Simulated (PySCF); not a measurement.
Cl2 at PBE0

Computed with PBE0; PySCF, no relativity, basis sets Cl def2-TZVP.

| Property | Result |
| --- | --- |
| state | ³Πu (triplet), unpaired electrons σ ↑, π ↑, a second solution, started from another occupation |
| bond length | 2.364 Å |
| harmonic wavenumber | 343 cm⁻¹ |
| force constant | 1.21 mdyn/Å |
| rotational constant Be | 0.1725 cm⁻¹ |
| anharmonicity ωexe | 1.87 cm⁻¹ |
| vibration–rotation constant αe | 0.00115 cm⁻¹ |
| energy of the minimum from ground-state Cl + Cl | -0.60 eV |
| bond order (Mayer) | 1.01 |
